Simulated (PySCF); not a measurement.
B3LYP has the VWN-RPA correlation part, as in Gaussian. 

```xyz
3

O     -1.2911     0.0000     0.0000
C     -0.1355     0.0000     0.0000
S      1.4266     0.0000     0.0000
```

Charge 0, multiplicity 1.

Give the Mulliken and meta-Löwdin atomic charges from B3LYP-D3(BJ)/def2-TZVP (PySCF 2.14.0).


| atom | Mulliken (e) | meta-Löwdin (e) |
|---|---|---|
| O1 | -0.12 | -0.26 |
| C2 | 0.26 | 0.27 |
| S3 | -0.14 | -0.01 |
